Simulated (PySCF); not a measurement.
Worked example for ammonia: deprotonation at atom N1

Structure: `N` (NH3). Atom numbers as in the mapped SMILES `[NH3:1]`.

These are calculated values, ωB97X-D3(BJ)/ma-def2-TZVP in PySCF (grid level 2) at geometries from PBE0-D3(BJ)/ma-def2-SVP. Zero-point and thermal terms (298.15 K, 1 bar) come from unscaled PBE0-D3(BJ)/ma-def2-SVP harmonic frequencies, with soft modes damped to free rotors in the entropy.

Step: NH3 → [NH2]- + H⁺.

```csv
species,charge,multiplicity,E / Eh
NH3,0,1,-56.604083
[NH2]-,-1,1,-55.942333
```

Thermal terms, products less reactant: Δ(H − E) = -34.93 kJ/mol, Δ(G − E) = -66.35 kJ/mol (the bare proton has no electronic energy, H = 5/2 RT). 1 Eh = 2625.50 kJ/mol.

What are ΔE, ΔH and ΔG of this step?

ΔE = 0.661750 Eh = 1737.42 kJ/mol; ΔH = 1702.5 kJ/mol; ΔG = 1671.1 kJ/mol, all in the gas phase at 298.15 K and 1 bar. The digits show the arithmetic; the method itself can be off by 10 kJ/mol or more. The Active Thermochemical Tables (1.112) give ΔH = 1687.7 kJ/mol.
